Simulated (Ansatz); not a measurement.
**C4H5Cl: up Jacob's ladder to CCSD(T)**

The task here is to estimate one member of a computed series from the others.

Method: functionals in def2-TZVPP, the program's frozen cores in correlated methods; program: Ansatz 0.2.0, Gaussian basis.

The runs, in order: PBE-D4, r2SCAN-D4, PBE0-D4, B3LYP-D4, ωB97X-V, ωB97M-V, B2PLYP; CCSD(T)/def2-TZVPP; MP2/def2-QZVPP; extrapolation to the limit.

## Structure used throughout

All runs share one geometry, relaxed beforehand with PBE0-D4 in a triple-zeta def2 set.

10 atoms, charge 0, spin multiplicity 1.

Atoms are counted from 1 here; the program's logs count them from 0.

Bond lengths: C1–C2 1.298 Å, C1–H6 1.085 Å, C1–H7 1.085 Å, C2–C3 1.302 Å, C3–C4 1.488 Å, C3–H8 1.087 Å, C4–Cl5 1.795 Å, C4–H9 1.090 Å, C4–H10 1.088 Å. Angles: C2–C1–H6 121.0°, C2–C1–H7 121.3°, H6–C1–H7 117.7°, C1–C2–C3 179.5°, C2–C3–C4 122.9°, C2–C3–H8 119.7°, C4–C3–H8 117.4°, C3–C4–Cl5 111.2°, C3–C4–H9 111.5°, C3–C4–H10 111.5°, Cl5–C4–H9 105.6°, Cl5–C4–H10 107.1°, H9–C4–H10 109.6°.

The first run:

Contents of in.yaml:

```yaml
crystal:
  periodic: [false, false, false]
  atoms:
    - {symbol: C, position_ang: [0.161047, 1.051944, 1.835208]}
    - {symbol: C, position_ang: [-0.181480, 0.265807, 0.860187]}
    - {symbol: C, position_ang: [-0.520832, -0.516016, -0.124352]}
    - {symbol: C, position_ang: [0.113564, -0.444760, -1.468378]}
    - {symbol: Cl, position_ang: [0.976933, -1.969340, -1.860724]}
    - {symbol: H, position_ang: [0.941295, 0.769087, 2.534653]}
    - {symbol: H, position_ang: [-0.323572, 2.011800, 1.982223]}
    - {symbol: H, position_ang: [-1.298291, -1.261287, 0.022493]}
    - {symbol: H, position_ang: [-0.629566, -0.317601, -2.255412]}
    - {symbol: H, position_ang: [0.843902, 0.359266, -1.522998]}
basis:
  gaussian: {orbitals: def2-TZVPP}
hamiltonian: {xc: pbe, dispersion: d4}
output: {forces: true, orbitals: {seedname: orbitals}}
```

Command:

```bash
$ ansatz run in.yaml --threads 4 --pin off --events-out ev --progress --plain --max-ram 10444MiB
```

Among the steps run: PBE-D4 (GGA); r2SCAN-D4 (meta-GGA); PBE0-D4 (hybrid); B3LYP-D4 (hybrid); ωB97X-V (range-separated); ωB97M-V (range-separated); B2PLYP (double hybrid); CCSD(T) in def2-TZVPP; MP2 in def2-QZVPP.

One table of the session follows, with a row left open; its other results are not shown here.

It belongs to the step «Atomisation energies». 

| method | atomisation energy (kJ/mol) |
| --- | --- |
| PBE-D4 | 4234.0 |
| r2SCAN-D4 | 4118.4 |
| PBE0-D4 | 4147.7 |
| B3LYP-D4 | 4099.8 |
| ωB97X-V | 4088.3 |
| ωB97M-V | ? |
| B2PLYP | 4058.0 |
| HF/def2-TZVPP | 3003.6 |
| MP2/def2-TZVPP | 4067.2 |
| CCSD/def2-TZVPP | 3910.7 |
| CCSD(T)/def2-TZVPP | 3982.8 |
| MP2/CBS | 4166.3 |
| CCSD(T)/CBS | 4081.9 |

Q: Estimate the row for ωB97M-V from the others.

As computed: atomisation energy (kJ/mol): 4106.5. In the column «atomisation energy (kJ/mol)» it lies between B3LYP-D4 (4099.8) and r2SCAN-D4 (4118.4).

Caveats from the session: Free atoms (4 C, 1 Cl, 5 H) were run apart at each level; the atomisation energy is their sum less the molecule, without zero-point or spin-orbit terms.
